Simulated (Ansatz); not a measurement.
**Cu (fcc type): how the settings move a single-point run**

Aim: see which settings change the result for Cu (fcc type), by how much, and at what cost.

Program: Ansatz 0.2.0. Level of theory: reference: DFT, PBE, all-electron LAPW, scalar-relativistic. These are calculated values, not measurements.

### Step 1. The structure to begin with

It takes space group Fm-3m (No. 225, cubic). Conventional cell: a = 3.678 Å, b = 3.678 Å, c = 3.678 Å, α = 90.00°, β = 90.00°, γ = 90.00°. Cu (site symmetry m-3m) is surrounded by 12 Cu at 2.60 Å.

As a file:

```xyz
1
Lattice="0.0000 1.8388 1.8388 1.8388 0.0000 1.8388 1.8388 1.8388 0.0000" Properties=species:S:1:pos:R:3 pbc="T T T"
Cu    0.0000    0.0000    0.0000
```

### Step 2. Reference

The input, input.yaml:

```yaml
crystal:
  lattice:
    - [0.0, 1.8387671158, 1.8387671158]
    - [1.8387671158, 0.0, 1.8387671158]
    - [1.8387671158, 1.8387671158, 0.0]
  atoms:
    - { symbol: Cu, position: [0.0, 0.0, 0.0] }
kpoints:
  mp_grid: { grid: [20, 20, 20] }
scf:
  occupations: { method: fermi_dirac, width: 0.03 }
hamiltonian:
  xc: pbe
  pseudopotentials: { kind: all_electron, lapw: { basis_error: 0.0005 } }
output:
  forces: true
  stress: true
  eigenvalues: true
```

Command:

```console
ansatz run input.yaml --threads 1 --pin off --max-ram 2048MiB --backend cpu --events-out ev --progress --plain --runs-dir out
```

### Step 3. Changed: mp_grid.grid [10, 10, 10], xc_grid 3

input.yaml, as its differences from that of step 2:

```diff
@@ -8,3 +8,3 @@
 kpoints:
-  mp_grid: { grid: [20, 20, 20] }
+  mp_grid: { grid: [10, 10, 10] }
 scf:
@@ -18 +18,3 @@
   eigenvalues: true
+basis:
+  xc_grid: 3
```

Q: Predict the outcome of this session. Wanted: for each run, ending; energy change; pressure; gap; force.

As calculated:

| run | ending | energy change | pressure (GPa) | gap (eV) | force (eV/Å) | cycles | time |
| --- | --- | --- | --- | --- | --- | --- | --- |
| reference | converged | 0 | -5.0 | 0.00 | 0.00 | 7 | 16 s |
| 1: mp_grid.grid [10, 10, 10], xc_grid 3 | converged | +14.4 meV/atom | -4.8 | 0.00 | 0.00 | 7 | 3.6 s |

Residual by cycle in the longest SCF loop of each run; runs are numbered as in the table. The quantity is the density residual dr2, in eV.

```
cycle  reference    run 1
    1      0.107    0.107
    2     0.0422   0.0426
    3     6.9e-4   6.9e-4
    4     0.0016  0.00165
    5     5.1e-5   4.2e-5
    6     6.4e-8   8.0e-8
    7     1.7e-9  8.0e-10
```

**Reading.** Changing the k-point mesh and numerical grids moves the energy by +14.4 meV/atom. Of the settings changed, the mesh is the one that moves energies this far. Cost: 3.6 s against 16 s.
